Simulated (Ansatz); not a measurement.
For fcc Au, PBEsol+SOC (Ansatz, a program for electronic structure, PAW) gives:

```
Quantity               Value
-------------------  -------
lattice parameter a  4.072 Å
bulk modulus         182 GPa
```

Problem. What does r²SCAN+rVV10 (Ansatz, plane waves, PAW) give for the same quantities?

Solution. 
- lattice constant a: 4.100 Å (increases by 0.7 %)
- bulk modulus: 167 GPa (shrinks by 8.2 %)

For comparison: lattice constant a 4.062 Å (measured, static lattice: zero-point anharmonic expansion removed; as tabulated in Mejia-Rodriguez and Trickey (2018), arXiv:1807.09216); bulk modulus 182 GPa (measured, 0 K value with the zero-point phonon effect removed, our sources range from 175 to 182; as tabulated in Mejia-Rodriguez and Trickey (2018), arXiv:1807.09216).

Changes are worked out from the printed values.

Unless a cell is named, each level is at its own relaxed cell (PBEsol+SOC 16.88, r²SCAN+rVV10 17.23 Å³/atom).

Levels without +SOC leave out spin–orbit coupling, which shifts energies and cells of such heavy elements.

Ansatz's density-functional and Hartree–Fock values are scalar-relativistic unless marked +SOC, with PAW data made under PBE.
